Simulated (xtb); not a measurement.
xtb input:

```bash
xtb mol.xyz --gfn 1 --sp --chrg 0 --uhf 0
```
mol.xyz:
```
6

C      0.01118773     0.75889942    -0.01238914
C      1.30488840     1.02329449     0.00343307
Cl    -0.63700773    -0.85323169     0.00417952
H     -0.75905041     1.51625302    -0.03695357
H      2.05291747     0.24314247     0.02802818
H      1.63880765     2.05237986    -0.00839007
```

What final total energy does it print?

-10.05854 Eh (GFN1-xTB).
